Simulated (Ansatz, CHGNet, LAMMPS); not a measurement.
# Wurtzite GaN, elastic constant C66

Reference value: 123 GPa (measured, temperature not stated, not corrected to a static lattice; as tabulated in Oses et al. (2018), arXiv:1811.08464).

### Question
What do Tersoff GaN.tersoff, CHGNet-r²SCAN, LDA, PBE, r²SCAN, B3LYP (VWN-RPA form), Hartree–Fock give, and how far is each from the reference?

### Answer

```
level (code)                   value (GPa)  cell (Å³/atom)  difference (%)
-----------------------------  -----------  --------------  --------------
Tersoff GaN.tersoff (LAMMPS)          93.6           11.38             -24
CHGNet-r²SCAN                         49.3           11.42             -60
LDA (Ansatz)                           115           11.05            -6.5
PBE (Ansatz)                           105           11.76           -14.6
r²SCAN (Ansatz)                        115           11.37            -6.5
B3LYP (VWN-RPA form) (Ansatz)          118           11.68            -4.1
Hartree–Fock (Ansatz)                  141           11.40           +14.6
```

The reference's temperature isn't stated, so close values are not ranked against it. Off by more than 25 %, or 35 % on the side where a correction would as a rule narrow the miss (bounds picked here): CHGNet-r²SCAN (-60 %).

The measured value isn't corrected to a static lattice, so vibrations enter the comparison.  Each level is taken at its own relaxed cell. Cutoffs and k meshes differ between the levels. Ansatz's density-functional and Hartree–Fock values are scalar-relativistic unless marked +SOC, with PAW data made under PBE.

Empirical potentials (Tersoff GaN.tersoff) are fitted to chosen data: where that held the value shown, agreement is built in, and what lay outside the fit can be far off. Machine-learned potentials (CHGNet-r²SCAN) are trained on DFT data: a solid inside that data is no test of them.

Differences are worked out from the printed values.

Ansatz is an electronic-structure program.
